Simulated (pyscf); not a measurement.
Optimised with ωB97X-D3(BJ)/def2-SVP in PySCF.

Question: For H₂As–AsH₂ (SMILES [AsH2][AsH2]) + SiH₂ (SMILES [SiH2]) [singlet] → H₃Si–AsH–AsH₂ (SMILES [SiH3][AsH][AsH2]), an insertion (singlet surface; As–H broken, As–Si, H–Si formed), PBE/def2-TZVP gives ΔE‡ = -14.5 kcal/mol and ΔE = -64.3 kcal/mol (zero: the separated reactants). In which direction and how far do PBE0-D3(BJ)/def2-TZVP, M06-2X/def2-TZVP, ωB97M-D3(BJ)/def2-TZVP move these?

Answer: PBE0-D3(BJ): ΔE‡ = -14.1 kcal/mol, ΔE = -68.8 kcal/mol; M06-2X: ΔE‡ = -8.7 kcal/mol, ΔE = -64.3 kcal/mol; ωB97M-D3(BJ): ΔE‡ = -5.7 kcal/mol, ΔE = -62.4 kcal/mol. PBE's barrier lies under all of them, by 0.4 to 8.8 kcal/mol. Its reaction energy lies among theirs. On the reactant side the descent ends in an adduct with a As–Si contact, 13.8 kcal/mol under the separated species and 2.4 kcal/mol under the saddle at ωB97X-D3(BJ)/def2-TZVP. At PBE, PBE0-D3(BJ), M06-2X, ωB97M-D3(BJ) the saddle lies under the separated reactants, which points to a path from their complex (located at ωB97X-D3(BJ) alone). What is counted as formed (As–Si) is already present as a longer contact in the reactant adduct; forming that adduct is a step of its own. At ωB97X-D3(BJ)/def2-TZVP the barrier from the zero used here is -11.4 kcal/mol. From the product side, H₃Si–AsH• + AsH₂• lies, by one bond made or cut, 6.5 kcal/mol under this saddle at ωB97M-D3(BJ)/def2-TZVP. This is the saddle that the search found; another between the same sides may lie lower. Elements up to Kr have no core potential and no relativistic terms here.
